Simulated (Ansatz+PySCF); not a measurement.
The numbers below are computed, except where a source is named.
Input for Ansatz (development build ahead of 0.2.0):

```yaml
crystal:
  periodic: [false, false, false]
  atoms:
    - { symbol: Na, position_ang: [0.0, 0.0, 0.0] }
    - { symbol: H, position_ang: [2.18733, 0.0, 0.0] }
    - { symbol: H, position_ang: [-2.98929, 0.0, 0.0] }
basis:
  gaussian: { orbitals: STO-3G }
total_charge: -1
magnetization:
  initial_magnetization: 2
hamiltonian:
  xc: hf
correlation:
  method: fci
  frozen_orbitals: { H: 0, Na: 1 }
```

The input is written out in the form of the current development build from the run's settings.

Output:

```
Converged    : yes
Total energy : -160.37617 hartree
State        : lowest triplet root, of any spatial symmetry
```

Caution: no diffuse functions for an anion.
